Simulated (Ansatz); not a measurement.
The parent structure is InAs in the zinc blende structure (space group F-43m, No. 216; a = 6.087 Å).

The values are results of PBEsol/PAW in Ansatz (a first-principles code), spin-orbit coupling left out, earlier PAW set, not measurements.

The change: B takes the place of In on all its sites; the structure is relaxed again.

Measured lattice parameter a: InAs 6.047 Å (static lattice; corrected from measurement; as listed in Daniel Mejia-Rodriguez, S. B. Trickey, Phys. Rev. B (2018)); BAs 4.777 Å (room temperature; as listed in M J Lucero, T M Henderson, G E Scuseria, Journal of Physics Condensed Matter (2012)).

**Question.** How well does PBEsol reproduce the measured shift?

**Answer.** With PBEsol the lattice parameter a moves by -1.320 Å (6.087 → 4.768) against -1.270 Å measured. The two measured values stand on different bases (one corrected, one not), which blurs small differences.

Stability against distortions was not tested. The final runs are not spin-polarised.
